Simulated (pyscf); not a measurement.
Thermochemistry of product channels of `[InH]` [singlet] + `[SH2]` on the singlet surface, in kcal/mol, from ωB97M-D3(BJ)/def2-TZVP energies (ideal gas, 1 atm, RRHO with modes under 100 cm⁻¹ raised to 100, one conformer, R ln 2 for chiral ones without a mode under 150 cm⁻¹). PySCF, gas phase, ωB97X-D3(BJ)/def2-SVP geometries.

```tsv
products	ΔE	ΔH(298 K)	ΔG(298 K)	ΔG(1200 K)
`[SH][In]` [singlet] + `[H][H]`	-27.8	-27.8	-27.1	-26.5
`[SH][InH2]`	-22.1	-21.6	-12.8	+12.3
```

The channel to HS–InH₂ turns unfavourable between 298 and 1200 K (ΔG from -12.8 kcal/mol to +12.3 kcal/mol).

These are energies of the channels, which say nothing of barriers. Elements past Kr carry the def2 core potentials, without spin-orbit coupling.
